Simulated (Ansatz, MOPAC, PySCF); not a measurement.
Dissociation curve of C2H2O, SMILES C=C=O, singlet. The C1–C4 bond (C1 also carries H, H; C4 carries O) is pulled apart rigidly from the PBE0/def2-TZVP optimised geometry. Each curve is given relative to its own lowest point near equilibrium.

```tsv
R / Å	A	B	C
1.05	80.6	94.8	110.7
1.11	40.8	50.9	63.4
1.19	11.5	17.0	27.3
1.25	2.0	4.6	12.8
1.28	0.2	1.5	6.0
1.31	0.0	0.1	0.2
1.34	1.1	0.0	0.0
1.40	6.3	3.1	5.1
1.46	14.6	9.5	14.0
1.53	26.6	19.6	27.1
1.59	37.9	29.6	39.8
1.76	70.0	59.9	76.5
1.97	101.5	94.0	111.8
2.13	117.4	114.5	—
2.33	—	133.4	—
2.58	—	148.3	—
2.84	—	156.9	—
3.22	—	162.9	—
3.53	—	165.2	—
3.94	—	166.6	—
4.60	—	167.4	—
```

Energies in kcal/mol.

Q: Which curve belongs to which method? The methods are PM6, restricted, heats of formation (MOPAC); RHF/cc-pVTZ in Ansatz (a quantum-chemistry and plane-wave program); restricted B3LYP/LANL2DZ (PySCF 2.14.0).

A: A is RHF; B is RKS-B3LYP/LANL2DZ; C is PM6.

A dash means that the run gave no value there, or that the column was ended at a point which the program doubted or which failed a test of continuity chosen for this set; such a test can also cut sound points.

The restricted form behind PM6, RKS-B3LYP/LANL2DZ, RHF keeps the bonding electrons paired and can't separate into open-shell fragments.
